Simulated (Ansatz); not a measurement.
# SiOF (quartet): wave-function methods side by side, cc-pVDZ

The task here is to estimate one member of a computed series from the others.

Computed with Ansatz 0.2.0, Gaussian basis. Level: cc-pVDZ, core rule «outside noble gas», up to 7 orbitals frozen.

To be run: UHF; CCSD(T) on ROHF; CCSD(T) on UHF; BCCD(T) on ROHF; CISD; CCSDT(Q) on ROHF; CCSDT(Q) on UHF.

23 further runs of the same task are left out: 4 for a known fault of the program, 8 that didn't finish, 11 set aside as unsound or not needed.

**The system**

The geometry is a PBE0/def2-TZVP stationary point (not a proven minimum) of the parent state, kept for this charge and spin.

3 atoms, charge 0, spin multiplicity 4.

Atoms are counted from 1 here; the program's logs count them from 0.

Bond lengths: F1–Si2 1.587 Å, Si2–O3 1.520 Å. Angles: F1–Si2–O3 126.9°.

The first run:

in.yaml reads:

```yaml
crystal:
  periodic: [false, false, false]
  atoms:
    - {symbol: F, position_ang: [0.000000, -0.279589, 1.346482]}
    - {symbol: Si, position_ang: [0.000000, 0.382864, -0.095161]}
    - {symbol: O, position_ang: [0.000000, -0.340087, -1.431827]}
basis:
  gaussian: {orbitals: cc-pVDZ}
magnetization: {spin_polarized: true, initial_magnetization: 3}
hamiltonian: {xc: hf}
output: {orbitals: {seedname: orbitals}}
```

Started as:

```console
$ ansatz run in.yaml --threads 1 --pin off --events-out ev --progress --plain --max-ram 2393MiB
```

Steps of the session up to this table: UHF; CCSD(T) on ROHF; CCSD(T) on UHF; BCCD(T) on ROHF; CISD; CCSDT(Q) on ROHF; CCSDT(Q) on UHF.

One of the session's tables, all rows but one given; the rest of the session is left out.

| method | from UCCSDT(Q) (kJ/mol) |
| --- | --- |
| ROHF | +1066.9 |
| UHF | ? |
| RMP2 | +72.1 |
| UMP2 | +72.0 |
| CISD | +103.3 |
| RCCSD | +23.6 |
| UCCSD | +23.4 |
| RCCSD(T) | +4.7 |
| UCCSD(T) | +4.6 |
| BCCD(T) | +4.4 |
| RCCSDT | +2.3 |
| UCCSDT | +2.2 |
| RCCSDT(Q) | +0.4 |
| UCCSDT(Q) | 0 |

**Question.** Estimate the row for UHF.

The run gave: from UCCSDT(Q) (kJ/mol): +1053.2. In the column «from UCCSDT(Q) (kJ/mol)» it lies between CISD (+103.3) and ROHF (+1066.9).

To keep in mind: Restricted and unrestricted rows rest on different reference determinants; where their highest levels disagree by more than a few hundredths of an eV, they describe different states and don't form one ladder.
